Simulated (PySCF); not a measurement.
The first ionisation energy along the second row

Calculated with PySCF 2.14 from differences of total energies of unrestricted determinants, without spin-orbit coupling. Values in eV. The last column holds reference values (NIST; (s) semi-empirical, (t) theoretical, else measured). Unmarked ones compare directly (S terms, centres of terms, or small fine structure); those marked * lie between the lowest fine-structure levels and include a spin-orbit shift.

| element | configurations | UHF | LDA | PBE0 | r2SCAN | SCS-MP2 (valence and next inner shell) | MP2 (valence) | reference |
| --- | --- | --- | --- | --- | --- | --- | --- | --- |
| Li (aug-cc-pCVQZ-DK, spin-free X2C) | [He] 2s1 → 1s2 | 5.343 | 5.474 | 5.571 | 5.393 | 5.377 | n/a | 5.392 |
| Be (aug-cc-pCVQZ-DK, spin-free X2C) | [He] 2s2 → [He] 2s1 | 8.044 | 9.027 | 8.972 | 8.793 | 9.043 | 8.852 | 9.323 |
| B (aug-cc-pCVQZ-DK, spin-free X2C) | [He] 2s2 2p1 → [He] 2s2 | 8.039 | 8.644 | 8.645 | 8.768 | 8.276 | 8.291 | 8.297 |
| C (aug-cc-pCVQZ-DK, spin-free X2C) | [He] 2s2 2p2 → [He] 2s2 2p1 | 10.795 | 11.688 | 11.510 | 11.664 | 11.163 | 11.281 | 11.262 |
| N (aug-cc-pCVQZ-DK, spin-free X2C) | [He] 2s2 2p3 → [He] 2s2 2p2 | 13.886 | 15.002 | 14.696 | 14.801 | 14.364 | 14.613 | 14.545 |
| O (aug-cc-pCVQZ-DK, spin-free X2C) | [He] 2s2 2p4 → [He] 2s2 2p3 | 12.014 | 13.996 | 13.840 | 13.709 | 13.569 | 13.432 | 13.608 |
| F (aug-cc-pCVQZ-DK, spin-free X2C) | [He] 2s2 2p5 → [He] 2s2 2p4 | 15.638 | 17.948 | 17.434 | 17.527 | 17.405 | 17.388 | 17.427 |
| Ne (aug-cc-pCVQZ-DK, spin-free X2C) | [Ne] → [He] 2s2 2p5 | 19.641 | 22.174 | 21.434 | 21.469 | 21.595 | 21.721 | 21.597 |

```json
{"method": "UHF", "elements": "8", "mean error (eV)": "-1.006", "mean absolute error (eV)": "1.006", "largest error (eV)": "-1.956"}
{"method": "LDA", "elements": "8", "mean error (eV)": "0.313", "mean absolute error (eV)": "0.387", "largest error (eV)": "0.577"}
{"method": "PBE0", "elements": "8", "mean error (eV)": "0.082", "mean absolute error (eV)": "0.210", "largest error (eV)": "-0.350"}
{"method": "r2SCAN", "elements": "8", "mean error (eV)": "0.084", "mean absolute error (eV)": "0.249", "largest error (eV)": "-0.530"}
{"method": "SCS-MP2 (valence and next inner shell)", "elements": "8", "mean error (eV)": "-0.082", "mean absolute error (eV)": "0.082", "largest error (eV)": "-0.280"}
{"method": "MP2 (valence)", "elements": "7", "mean error (eV)": "-0.069", "mean absolute error (eV)": "0.129", "largest error (eV)": "-0.471"}
```

Errors include the incompleteness of the basis and the frozen core.

"Valence" correlates the outer s and p shells and, in groups 3 to 12 and the f block, the outer d or f shell, open or full, or the next shell where the ion has no valence electron left; the wider scheme adds the next inner shell.
